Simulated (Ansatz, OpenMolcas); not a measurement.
# From OpenMolcas to Ansatz

This OpenMolcas 26.06 job computes Si2H6 (disilane):

test.input:
```
&gateway
baslib=$CurrDir
basisset
Si.3-21G....
Si1 -0.340500 0.490200 -1.004900 angstrom
Si2 0.363500 -0.504400 0.991000 angstrom
End of Basis
basisset
H.3-21G....
H3 0.833900 0.948200 -1.794900 angstrom
H4 -1.112900 -0.483900 -1.821900 angstrom
H5 -1.208000 1.664100 -0.717900 angstrom
H6 1.139000 0.468600 1.806300 angstrom
H7 1.228100 -1.680500 0.704000 angstrom
H8 -0.811000 -0.959200 1.782600 angstrom
End of Basis
&seward
&scf
thresholds=1e-10 1e-07 1e-07 1e-05
prorbitals=0
&alaska
```

```bash
$ export MOLCAS_MEM=1860
$ pymolcas test.input > test.log
```

(Basis files named in the input come from the Basis Set Exchange and aren't shown.)

The shape is that of a PBE0-D4/def2-TZVP optimisation.

It gives a total energy of -578.240866 Eh.

Question: How is this level of theory, on these atoms, set up in Ansatz 0.2.0 as an input file of the program's own?

Answer: This input was run:

in.yaml:
```yaml
crystal:
  periodic: [false, false, false]
  atoms:
    - {symbol: Si, position_ang: [-0.340500, 0.490200, -1.004900]}
    - {symbol: Si, position_ang: [0.363500, -0.504400, 0.991000]}
    - {symbol: H, position_ang: [0.833900, 0.948200, -1.794900]}
    - {symbol: H, position_ang: [-1.112900, -0.483900, -1.821900]}
    - {symbol: H, position_ang: [-1.208000, 1.664100, -0.717900]}
    - {symbol: H, position_ang: [1.139000, 0.468600, 1.806300]}
    - {symbol: H, position_ang: [1.228100, -1.680500, 0.704000]}
    - {symbol: H, position_ang: [-0.811000, -0.959200, 1.782600]}
basis:
  gaussian: {orbitals: 3-21G.json}
accuracy: high
hamiltonian: {xc: hf}
output: {forces: true, orbitals: {seedname: orbitals}}
```

```bash
$ ansatz run in.yaml --threads 1 --pin off --max-ram 2610MiB --events-out events.jsonl --progress --plain --runs-dir runs
```

(Basis files named in the input come from the Basis Set Exchange and aren't shown.)

Its energy is -578.240866 Eh, the same as the first but for the last digit, at most.
